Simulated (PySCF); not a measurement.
Geometries of 4 isomers of C3H2ClNO, from PBE0-D3(BJ)/def2-SVP geometry optimisation, gas phase in PySCF 2.14.0. One conformer each, no zero-point energy, no frequencies.

Problem. Which is lowest in electronic energy at this level?
A.
```xyz
8
angstrom
Cl     3.022   -1.453   -0.270
C      1.497   -0.693   -0.240
C      1.231    0.643   -0.205
O     -0.118    0.769   -0.192
C     -0.589   -0.485   -0.220
N      0.324   -1.398   -0.249
H      1.835    1.544   -0.186
H     -1.670   -0.613   -0.215
```
B.
```xyz
8
angstrom
Cl     2.395   -0.072    0.509
C      0.707   -0.174    0.464
C     -0.269    0.755    0.673
C     -1.449   -0.010    0.477
N     -1.186   -1.257    0.184
O      0.177   -1.359    0.176
H     -0.155    1.805    0.923
H     -2.488    0.312    0.542
```
C.
```xyz
8
angstrom
Cl     1.011    2.283    0.157
C      0.316    0.729    0.075
C      0.987   -0.525    0.028
N      0.133   -1.510   -0.032
O     -1.104   -0.942   -0.027
C     -1.003    0.385    0.036
H      2.059   -0.723    0.038
H     -1.926    0.958    0.047
```
D.
```xyz
8
angstrom
Cl     1.923   -0.530    0.415
C      0.242   -0.789    0.327
C     -0.770    0.210    0.270
C     -1.903   -0.540    0.212
O     -1.597   -1.837    0.234
N     -0.248   -2.000    0.306
H     -0.652    1.289    0.272
H     -2.962   -0.296    0.156
```

Solution. A. That is `Clc1cocn1`, 25.2 kcal/mol below the next.

| SMILES | atoms numbered as above | E (Eh) | relative (kcal/mol) | relative (kJ/mol) | dipole (D) |
| --- | --- | --- | --- | --- | --- |
| Clc1cocn1 | [Cl:1][c:2]1[cH:3][o:4][cH:5][n:6]1 | -704.92611 | 0.0 | 0.0 | 2.13 |
| Clc1ccon1 | [Cl:1][c:2]1[cH:3][cH:4][o:5][n:6]1 | -704.88601 | 25.2 | 105.3 | 3.22 |
| Clc1ccno1 | [Cl:1][c:2]1[cH:3][cH:4][n:5][o:6]1 | -704.88547 | 25.5 | 106.7 | 2.72 |
| Clc1cnoc1 | [Cl:1][c:2]1[cH:3][n:4][o:5][cH:6]1 | -704.88322 | 26.9 | 112.6 | 1.72 |

As drawn, the highest has an N–O linkage, which the lowest lacks.
